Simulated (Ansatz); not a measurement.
Born–Oppenheimer molecular dynamics of FLi (2 atoms, charge 0, multiplicity 1). It starts from a relaxed structure.

Method: RKS PBE-D4/def2-TZVP in Ansatz.

```json
{
  "ensemble": "NVT, Nosé–Hoover chain",
  "time step": "2 fs",
  "steps asked": "166",
  "set temperature": "1000 K",
  "thermostat": "time constant 100 fs, chain length 3 (defaults)",
  "seed": "692266"
}
```

Frames 10 fs apart, positions in Å, forces in eV/Å.

Velocities at 100.0 fs (Å/ps):

```
Li 4.62 -1.52 2.40
F -1.69 0.56 -0.88
```

```xyz
2
Properties=species:S:1:pos:R:3:forces:R:3 time_fs=100.0 energy_less_start_eV=0.045 T=336
Li -0.610 0.175 -0.322 -1.13 0.37 -0.59
F 0.668 -0.245 0.341 1.13 -0.37 0.59
2
Properties=species:S:1:pos:R:3:forces:R:3 time_fs=110.0 energy_less_start_eV=0.002 T=1392
Li -0.646 0.187 -0.341 -0.20 0.07 -0.10
F 0.681 -0.249 0.348 0.20 -0.07 0.10
2
Properties=species:S:1:pos:R:3:forces:R:3 time_fs=120.0 energy_less_start_eV=0.067 T=63
Li -0.719 0.211 -0.379 1.03 -0.34 0.53
F 0.708 -0.258 0.362 -1.03 0.34 -0.53
2
Properties=species:S:1:pos:R:3:forces:R:3 time_fs=130.0 energy_less_start_eV=0.005 T=1605
Li -0.670 0.195 -0.354 0.30 -0.10 0.16
F 0.690 -0.252 0.353 -0.30 0.10 -0.16
2
Properties=species:S:1:pos:R:3:forces:R:3 time_fs=140.0 energy_less_start_eV=0.087 T=1
Li -0.594 0.170 -0.314 -1.64 0.54 -0.85
F 0.662 -0.243 0.338 1.64 -0.54 0.85
2
Properties=species:S:1:pos:R:3:forces:R:3 time_fs=150.0 energy_less_start_eV=0.011 T=2063
Li -0.680 0.198 -0.359 0.47 -0.15 0.24
F 0.693 -0.253 0.354 -0.47 0.15 -0.24
2
Properties=species:S:1:pos:R:3:forces:R:3 time_fs=160.0 energy_less_start_eV=0.110 T=64
Li -0.739 0.217 -0.389 1.25 -0.41 0.65
F 0.715 -0.260 0.365 -1.25 0.41 -0.65
2
Properties=species:S:1:pos:R:3:forces:R:3 time_fs=170.0 energy_less_start_eV=0.003 T=3043
Li -0.642 0.186 -0.339 -0.28 0.09 -0.14
F 0.680 -0.249 0.347 0.28 -0.09 0.14
2
Properties=species:S:1:pos:R:3:forces:R:3 time_fs=180.0 energy_less_start_eV=0.110 T=1089
Li -0.587 0.168 -0.310 -1.90 0.62 -0.98
F 0.659 -0.242 0.337 1.90 -0.62 0.98
2
Properties=species:S:1:pos:R:3:forces:R:3 time_fs=190.0 energy_less_start_eV=0.097 T=2662
Li -0.733 0.216 -0.386 1.19 -0.39 0.62
F 0.713 -0.260 0.364 -1.19 0.39 -0.62
2
Properties=species:S:1:pos:R:3:forces:R:3 time_fs=200.0 energy_less_start_eV=0.190 T=821
Li -0.769 0.228 -0.405 1.52 -0.50 0.79
F 0.726 -0.264 0.371 -1.52 0.50 -0.79
2
Properties=species:S:1:pos:R:3:forces:R:3 time_fs=210.0 energy_less_start_eV=0.048 T=5509
Li -0.609 0.175 -0.322 -1.17 0.38 -0.61
F 0.667 -0.245 0.341 1.17 -0.38 0.61
```

Of the whole run (332 fs, mean temperature of the second half 3532 K): The conserved energy wandered by up to 8.4 meV per atom (net 3.4 meV per atom), which is poor conservation. The mean temperature of the second half is 253 % above the set value. A run of 0.33 ps of so small a system gives no equilibrium averages.

Run time: 33 s on 1 CPU thread of a shared host.
